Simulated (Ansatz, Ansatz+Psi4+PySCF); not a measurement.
```xyz
2

F     0.0000    0.0000    0.7103
F     0.0000    0.0000   -2.1309
```

Basis set: cc-pVTZ (spherical functions). Frozen core: 2 orbitals. Charge 0, multiplicity 1.

Computed with Ansatz (development build ahead of 0.2.0); each method stands on the lowest determinant of its kind that the runs found. Restricted open shells among the atoms or ions are ROHF, correlated in semicanonical orbitals with singles.

The atomization energy at this shape (free ground-state atoms in the same class of orbitals less the molecule, no zero-point energy) of singlet F2:

```json
{"method": "UHF-CCSD(T)", "atomization energy": "0.01 eV"}
{"method": "UHF-CCSD", "atomization energy": "0.01 eV"}
{"method": "UHF-MP2", "atomization energy": "0.01 eV"}
{"method": "UHF", "atomization energy": "0.00 eV"}
```

(1) What does RHF-MP2 give?

Answers

(1) 0.53 eV. Caution: the shape is not the minimum. Caution for UHF-CCSD(T), UHF-CCSD, UHF-MP2, UHF: the determinant breaks the point group; the unrestricted determinant is a mixture of spin states. Caution for RHF-MP2: an unrestricted determinant lies well below; large amplitudes, a single reference is doubtful. Caution for UHF-MP2: another reference gives a lower total.
